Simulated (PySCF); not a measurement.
# C4H5FO: the cost of one run

Computed with PySCF 2.14.0, with density-fitted response routines of our own, on a single molecule in the gas phase. Atoms are numbered from 0 throughout.

### 1 The starting structure

11 atoms, charge 0, multiplicity 1; geometry from: GFN2-xTB. The atoms were then displaced at random by about 0.01 Å, so the start is not that level's minimum.

Bonds of the start (Å): O0–C1 1.19, C1–F2 1.36, C1–C3 1.42, C3–C4 1.55, C4–C5 1.49, C5–C3 1.54, C3–H6 1.09, C4–H7 1.06, C4–H8 1.05, C5–H9 1.08, C5–H10 1.07.

### 2 Geometry optimisation at PBE0-D3(BJ)/def2-SVP

What the job is given:

```
{"job": {"xc": "PBE0", "basis": "def2-SVP", "d3": "d3bj", "grid": 1, "shake": 0.01, "kind": "geom"}, "charge": 0, "multiplicity": 1}
O      2.002900    -0.353740    -0.908310
C      1.517410    -0.037080     0.133990
F      2.348170     0.200870     1.181710
C      0.162650     0.140780     0.537920
C     -0.901850    -0.763140    -0.130890
C     -0.838060     0.678890    -0.500710
H     -0.000500     0.416380     1.576670
H     -1.697200    -1.099140     0.491460
H     -0.526490    -1.478880    -0.804330
H     -1.604150     1.345800    -0.141390
H     -0.424750     0.923430    -1.451790
```

Run with:

```bash
> OMP_NUM_THREADS=1 python probes_run.py task.json out
```

The driver reads the jobs from task.json and runs them one after another.

**Question.** How long does this first job take on 1 thread of AMD EPYC 7B13, shared host, and how much memory does it need?

About 42 s, with a peak of 0.46 GiB.
